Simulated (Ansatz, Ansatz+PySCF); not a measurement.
```tsv
atom	x (Å)	y (Å)	z (Å)
C	0.0000	-0.0561	-0.6352
C	0.0000	-0.0490	0.7808
H	0.0000	0.7423	1.6530
H	0.0000	-1.0638	-1.2592
H	0.0000	0.9521	-1.2676
```

UHF-MP2 on doublet C2H3 was run in several spherical basis sets with Ansatz (development build ahead of 0.2.0). Frozen core: 2 orbitals. Caution for UHF-MP2: the unrestricted determinant is spin contaminated.

Problem. Rank the basis sets by the total energy that they give, lowest first, with the distance from the lowest.
A. def2-TZVP
B. def2-SVP
C. cc-pVTZ
D. cc-pVDZ
E. 6-31G(d)

Solution. C (0.00 eV), A (0.18 eV), D (1.86 eV), E (2.72 eV), B (3.66 eV).

Totals follow the description of the cores as much as that of the bonds, so this order isn't one of quality for chemistry.
